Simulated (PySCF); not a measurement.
Geometry:
```
atom   x (Å)   y (Å)   z (Å)
 Mg1   0.012   0.018   0.280
  C2  -0.001  -0.005   2.374
  H3  -1.010  -0.205   2.775
  H4   0.331   0.955   2.805
  H5   0.665  -0.786   2.781
 Si6   0.003   0.009  -2.311
  H7   1.331   0.380  -2.912
  H8  -0.991   0.970  -2.901
  H9  -0.341  -1.335  -2.891
```

Geometry: PBE0-D3(BJ)/def2-SVP; GIAO shifts from PySCF, gas phase, non-relativistic, averaged over equivalent atoms.

At wB97X-D/pcSseg-1 (87 basis functions, 4 s wall time on 1 thread of an Arm Neoverse V1, shared host):
```
   atoms  δ (ppm)
      C2    -19.4
H7/H8/H9     2.82
H3/H4/H5    -0.95
     Si6   -150.0
```

References, each an isolated molecule treated in the same way: TMS for $^{13}$C (184.54 ppm) and $^{1}$H (31.38 ppm) and $^{29}$Si (352.93 ppm).

Question: Predict the values at PBE0/pcSseg-1 on the same geometry.

Answer: 
```json
{"atoms": "C2", "δ at PBE0/pcSseg-1": "-17.9", "change": "+1.5"}
{"atoms": "H7/H8/H9", "δ at PBE0/pcSseg-1": "2.85", "change": "+0.03"}
{"atoms": "H3/H4/H5", "δ at PBE0/pcSseg-1": "-0.91", "change": "+0.04"}
{"atoms": "Si6", "δ at PBE0/pcSseg-1": "-150.9", "change": "-0.9"}
```

References, each an isolated molecule treated in the same way: $^{13}$C (σ = 184.41 ppm) and $^{1}$H (σ = 31.27 ppm) and $^{29}$Si (σ = 351.99 ppm) vs TMS.

The largest change is at C2 (carbon bonded to Mg, 3 H). Cost: 87 basis functions, 4.5 s wall time on 1 thread of an Arm Neoverse V1, shared host.
